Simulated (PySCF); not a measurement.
All values below come from PBE-D3(BJ)/def2-TZVP run with PySCF 2.14.0. Gas-phase values, no solvent. 

Reference species (SMILES): `C` (neutral, multiplicity 1).

```
Item              Value
-------------  --------
HOMO–LUMO gap  10.31 eV
HOMO           -9.41 eV
```

Changed species: `FC` (1 of 4 H replaced by F; the reference has 0 of 4 H replaced by F).

**Question.** What does the change do to the HOMO–LUMO gap and HOMO?

**Answer.** the HOMO–LUMO gap drops by 1.59 eV, to 8.72 eV; the HOMO increases by 1.46 eV, to -7.95 eV.
